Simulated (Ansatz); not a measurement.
Species, as SMILES: [SiH3] (SiH3), doublet.
Atoms: Si1, H2, H3, H4. Bonds: Si1-H2, Si1-H3, Si1-H4.

Basis-set convergence of the harmonic zero-point energy at PBE0 with Ansatz (a quantum-chemistry and plane-wave program). Each level at its own minimum, finite differences of forces, unscaled; the reference is a large set that could be run, not a limit. Cartesian d functions, on some or all atoms, in 6-31G*, 6-31+G*; all else is spherical. The program fits the integrals of some runs and decomposes those of others, by size. Open shells are unrestricted. No added dispersion term, no relativity. Reference: the value in aug-pcseg-2, 13.26 kcal/mol, itself unsure by roughly 0.01 kcal/mol (its mean distance from aug-cc-pV(T+d)Z, def2-TZVPPD). Deviations are taken from unrounded values.

```csv
basis,functions,harmonic zero-point energy (kcal/mol),minus reference (kcal/mol)
STO-3G,12,16.09,2.83
3-21G,19,13.01,-0.25
6-31G,19,12.92,-0.34
def2-SV(P),24,13.37,0.11
6-31G*,25,13.41,0.15
6-31+G*,29,13.42,0.16
def2-SVPD,48,13.28,0.02
def2-TZVPD,70,13.27,0.01
cc-pV(T+d)Z,81,13.25,-0.01
```
